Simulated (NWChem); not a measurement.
# S2 (sulfur dimer): U-wB97X/cc-pVDZ (density fitting with ahlrichs coulomb fitting)

Aim: the vertical ionisation energy of S2 (sulfur dimer) at U-wB97X/cc-pVDZ (density fitting with ahlrichs coulomb fitting), from 2 runs. 

The calculation is run with NWChem 7.3.0.

3 further runs of the same task are left out: 3 set aside as unsound or not needed.

**1. The molecule**

S2: 2 atoms, total charge 0, spin state triplet. As SMILES, `S=S`. The bond length is the measured one.

Bond lengths: S1–S2 1.889 Å.

**2. A single-point energy at U-wB97X/cc-pVDZ (density fitting with ahlrichs coulomb fitting)**

Contents of struct.xyz:

```xyz
2
S2 wB97X
S      0.000000     0.000000     0.000000
S      0.000000     0.000000     1.889200
```

Contents of struct.nw:

```
start struct
title "S2 wB97X"
memory total 2200 mb

geometry noautosym nocenter noautoz
   load struct.xyz
end

basis spherical bse
   * library cc-pVDZ
end

basis "cd basis" spherical
   * library "ahlrichs coulomb fitting"
end

dft
   xc wb97x
   mult 3
   grid fine
   convergence energy 1e-08
   iterations 100
   mulliken
   noprint "final vectors analysis"
end

task dft
```

On the command line:

```console
nwchem struct.nw > struct.out
```

Log:

```text
[...]
          Wavefunction type:  spin polarized.
          No. of atoms     :     2
          No. of electrons :    32
[...]
          Charge           :     0
          Spin multiplicity:     3
[...]
          AO basis - number of functions:    36
[...]
              XC Information
              --------------
                       wb97x  Method XC Functional
                     Hartree-Fock (Exact) Exchange  1.000
                         wb97x Exchange Functional  1.000
                      wb97x Correlation Functional  1.000
[...]
 d= 0,ls=0.0,diis     1   -796.3344989704 -8.68D+02  6.79D-03  5.14D-02     1.5
[...]
 d= 0,ls=0.0,diis     8   -796.3581922514 -6.61D-10  1.51D-07  9.46D-12     8.8
[...]
         Total DFT energy =     -796.358192251430
      One electron energy =    -1242.126689105932
           Coulomb energy =      425.406241995917
    Exchange-Corr. energy =      -51.345015808323
 Nuclear repulsion energy =       71.707270666908
[...]
      Total Density - Mulliken Population Analysis
     ---------------------------------------------
    Atom       Charge   Shell Charges
 -----------   ------   -------------------------------------------------------
    1 S   16    16.00   2.00  2.02  0.96  0.92  6.01  2.28  1.72  0.09
    2 S   16    16.00   2.00  2.02  0.96  0.92  6.01  2.28  1.72  0.09
[...]
      <S2> =      2.0095 (Exact =     2.0000)
[...]
```

Run time: 9.6 s. Hardware: 1 thread of AMD EPYC 7R13 (Zen 3), shared host; peak memory 0.1 GiB.

**3. The doublet cation**

Contents of input.nw:

```
start input
memory total 2200 mb
charge 1

geometry units angstroms noautosym nocenter noautoz
  S      0.000000     0.000000     0.000000
  S      0.000000     0.000000     1.889200
end

basis "ao basis" spherical bse
  S library cc-pVDZ
end

basis "cd basis" spherical
  S library "ahlrichs coulomb fitting"
end

dft
  xc wb97x
  mult 2
  grid fine
  convergence energy 1e-08
  iterations 100
  mulliken
  noprint "final vectors analysis"
end

task dft energy
```

On the command line:

```console
nwchem input.nw > input.out
```

Log:

```text
[...]
          Wavefunction type:  spin polarized.
          No. of atoms     :     2
          No. of electrons :    31
[...]
          Charge           :     1
          Spin multiplicity:     2
[...]
          AO basis - number of functions:    36
[...]
              XC Information
              --------------
                       wb97x  Method XC Functional
                     Hartree-Fock (Exact) Exchange  1.000
                         wb97x Exchange Functional  1.000
                      wb97x Correlation Functional  1.000
[...]
 d= 0,ls=0.0,diis     1   -795.9614329870 -8.68D+02  6.03D-03  1.74D-01     1.3
[...]
 d= 0,ls=0.0,diis     7   -795.9969779045 -6.23D-09  2.37D-07  3.69D-11     7.4
[...]
         Total DFT energy =     -795.996977904502
      One electron energy =    -1231.958992400066
           Coulomb energy =      415.224113708826
    Exchange-Corr. energy =      -50.969369880170
 Nuclear repulsion energy =       71.707270666908
[...]
      Total Density - Mulliken Population Analysis
     ---------------------------------------------
    Atom       Charge   Shell Charges
 -----------   ------   -------------------------------------------------------
    1 S   16    15.50   2.00  2.02  1.05  0.84  6.01  2.17  1.31  0.10
    2 S   16    15.50   2.00  2.02  1.05  0.84  6.01  2.17  1.31  0.10
[...]
      <S2> =      0.7548 (Exact =     0.7500)
[...]
```

Wall time 8.1 s (1 thread of AMD EPYC 7R13 (Zen 3), shared host); peak memory 0.11 GiB.

**4. What came out**

Level: U-wB97X/cc-pVDZ (density fitting with ahlrichs coulomb fitting).

```
                                          quantity          value
                          triplet S2: total energy  -796.35819 Eh
                         triplet S2: dipole moment         0.00 D
                                  triplet S2: ⟨S²⟩          2.010
                      doublet cation: total energy  -795.99698 Eh
                              doublet cation: ⟨S²⟩          0.755
vertical ionisation energy (to the doublet cation)       9.829 eV
```

In words: The vertical ionisation energy comes to 9.83 eV (227 kcal/mol).
